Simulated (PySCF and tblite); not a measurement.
The numbers below are computed, except where a source is named.
C4H4O2, numbered as in [O:1]=[C:2]=[CH:3][CH2:4][CH:5]=[O:6].

Conformers came from 90 starts (ETKDG and KDG, MMFF94s, GFN2-xTB); geometries are PBE0-D3(BJ)/def2-SVP. Energies: PBE0-D3(BJ)/pcSseg-1, with GFN2-xTB thermal terms (modes under about 200 cm⁻¹ blended into free rotors). Symmetry numbers and mirror images are counted. Conformers within 2.5 kcal/mol (GFN2-xTB free energy) were kept, 6 at most. GIAO shieldings: PBE0/pcSseg-1. Shifts are against TMS (¹H), TMS (¹³C) at the same level. Run with PySCF (density fitting) and tblite.

Torsions listed: C2–C3–C4–C5, C3–C4–C5–O6. Of a mirror pair one member is shown.

```csv
conformer,shape,symmetry,"E(GFN2, own minimum) kcal/mol",E(DFT) kcal/mol
1,"177°, 0°",Cs,0.00,0.00
2,"-110°, -133°",C1 (pair),0.13,0.94
```

Question: How much do the weights at 298.15 K and the averaged shift of H3 depend on how the conformers are weighted?

Answer: 
```
                                                              weighting  1 (%)  2 (%)  δ (ppm)  rms dipole (D)
DFT energy with thermal terms, symmetry and mirror images (full scheme)     77     23     3.72            2.35
                             DFT energy with symmetry and mirror images     71     29     3.65            2.28
                                                        bare DFT energy     83     17     3.79            2.41
                        GFN2-xTB energy with symmetry and mirror images     38     62     3.27            1.91
                                                   GFN2-xTB free energy     47     53     3.37            2.01
                                                leading conformer alone    100      0     3.99            2.57
                                                          equal weights     50     50     3.40            2.05
```

The largest departure from the full scheme, 0.45 ppm, comes with: GFN2-xTB energy with symmetry and mirror images.
